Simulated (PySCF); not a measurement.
A single F atom.

Basis set: cc-pVTZ (spherical functions). Correlated methods keep 1 orbital frozen. Charge -1, multiplicity 1.

Starred EOM-CCSD(T)(a) on the restricted Hartree–Fock determinant with PySCF 2.14.0; the energies are vertical.

(1) The solver was asked for the few lowest roots only. Give the ionization energies of singlet F(-) among them whose weight of singles is over 0.7.

Results:

(1)

```
root  energy (eV)  weight of singles
   1         2.12               0.96
   2         2.12               0.96
   3         2.12               0.96
```

Higher main lines weren't sought. Caution: no diffuse functions for an anion.
